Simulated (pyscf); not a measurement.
`[O]=[As][SiH3]` + `[H][H]` → `[O]=[AsH]` + `[SiH4]`, a four-centre exchange (singlet surface; As–Si, H–H broken, As–H, H–Si formed). Structures and frequencies: ωB97X-D3(BJ)/def2-SVP in PySCF. Energies in kcal/mol from the separated reactants.

GFN2-xTB: tblite. 

Task: Quick GFN2-xTB single points give ΔE‡ = 9.7 kcal/mol and ΔE = -13.9 kcal/mol. What does ωB97M-D3(BJ)/def2-TZVP give, and how far is the quick result from it?

Result: ωB97M-D3(BJ)/def2-TZVP gives ΔE‡ = 24.1 kcal/mol and ΔE = -3.0 kcal/mol. GFN2-xTB lies 14.5 kcal/mol under it in the barrier and 10.8 kcal/mol under it in the reaction energy, so on this step it does not hold to within 3.0 kcal/mol. ωB97M-D3(BJ)/def2-TZVP has limits of its own. O=As–SiH₃ lies 42.3 kcal/mol over its isomer HO–SiH=AsH (electronic energy, ωB97M-D3(BJ)/def2-TZVP). O=AsH lies 7.5 kcal/mol over its isomer HO–As: [triplet] (electronic energy, ωB97M-D3(BJ)/def2-TZVP). This is the saddle that the search found; another between the same sides may lie lower. In the def2 sets elements up to Kr have no core potential.
